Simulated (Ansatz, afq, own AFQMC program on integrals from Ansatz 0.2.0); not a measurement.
**Where AFQMC and coupled cluster stand for CH₄Cl, doublet**

```xyz
6

Cl   -0.8164    0.0000    0.0000
H     0.6956    0.0000    0.0000
C     1.8786    0.0000    0.0000
H     1.8786   -1.0800    0.0000
H     1.8786    0.5400    0.9353
H     1.8786    0.5400   -0.9353
```

Connectivity, by distances: Cl ··· CH3, 1 bridging H.

Basis cc-pVTZ. Only valence electrons are correlated. AFQMC by an in-house program on the Cholesky factors that Ansatz 0.2.0 writes for its CCSD(T) run. The CISD trial takes its coefficients from CCSD amplitudes. Released means that phaseless walkers are propagated on without the constraint, phases kept. Uncertainties: one standard error, sampling alone.

Determinant: UHF, the one that the program's search chose, which needn't be the lowest solution. The geometry is a point of a scan.

No full CI on the walks' own integrals is used here. The released AFQMC energy serves as the reference, which it does only where one determinant dominates, the energy is flat over the last release times and near the phaseless one (40 meV or 2 meV an electron, half that with transition metals). On small molecules, where full CI could be run and the noise was under 10 meV, such values lay within 10 meV of it in 19 cases of 20, a flattering rate, since the rule was set on those same cases; what remains of the bias isn't in the error bar.

Cautions: the released value is read at 1.50 1/Eh (meV from the phaseless value at times in 1/Eh: -12 ± 6 at 0.24, -21 ± 9 at 0.51, -15 ± 11 at 0.99, -20 ± 9 at 1.50).

* T1 diagnostic: 0.0125
* weight of the determinant in the CISD state: 0.858
* ⟨S²⟩ of the determinant: 0.789
* size of the correlated space: 15 electrons in 114 orbitals

Reference: AFQMC with the constraint released, correlation energy -11.908 ± 0.009 eV.

| level | E − E(reference) (kcal/mol) | share of correlation (%) |
| --- | --- | --- |
| HF | 274.59 ± 0.21 | 0.00 |
| MP2 | 34.57 ± 0.21 | 87.41 |
| CCSD | 10.86 ± 0.21 | 96.05 |
| CCSD(T) | 1.12 ± 0.21 | 99.59 |
| ph-AFQMC/CISD | 0.46 ± 0.29 | 99.83 |

A walk keeps the symmetry of its determinant, which the program's search chose and which needn't be the lowest solution, so a lower state of the same spin and another symmetry isn't excluded. Released energies are given only where the last usable release times agree within the noise; a slower fall can still hide under it.
